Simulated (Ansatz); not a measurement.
A made-up structure of CH$_{6}$AlSi (charge -1), singlet:

```tsv
atom	x (Å)	y (Å)	z (Å)
C1	-0.8082	1.2603	-0.7177
Al2	0.5087	-0.2220	-0.4391
Si3	0.9481	-1.2565	1.6484
H4	-0.3025	2.2227	-0.8675
H5	2.1336	-0.7601	2.2521
H6	-1.5004	1.3702	0.1230
H7	1.5392	-0.2437	-1.7089
H8	1.4391	-2.6596	1.3326
H9	-0.4182	-1.5493	2.2498
```

It is relaxed with PBE-D4/def2-SVPD and then PBE0-D4/def2-TZVPD (Ansatz 0.2.0). Atoms count as bonded within 1.22 times the sum of their covalent radii (H–H: 0.88 Å). The end point is not checked to be a true minimum.

(1) Does its bonding change? (Judge from chemistry; the calculation decides.)

## Answers

(1) By the calculation: No: no bond forms or breaks.

Where it ends: The first stage lowers the energy by 1.30 eV in 13 steps. It ends as CH₆AlSi ([CH2][AlH][SiH3]), total charge -1:
```xyz
9
angstrom
C -0.7137 1.2891 -0.5698
Al 0.7158 0.1490 -0.4527
Si 0.9525 -1.3465 1.5127
H -0.8987 1.9810 -1.3942
H 2.2032 -1.1707 2.3402
H -1.4887 1.3488 0.1966
H 1.9209 -0.0257 -1.5233
H 0.9920 -2.8282 1.2252
H -0.1439 -1.2348 2.5378
```

Labels in which every atom is bracketed show which atoms are joined, not bond orders.

For scale, one of the runs: PBE0-D4/def2-TZVPD relaxation, 177 basis functions, launched by `ansatz run in.yaml --threads 2 --pin off --events-out ev --progress --plain --max-ram 4352MiB`. The run took about 23 s on 2 CPU threads of an Arm Neoverse V2 (shared host).
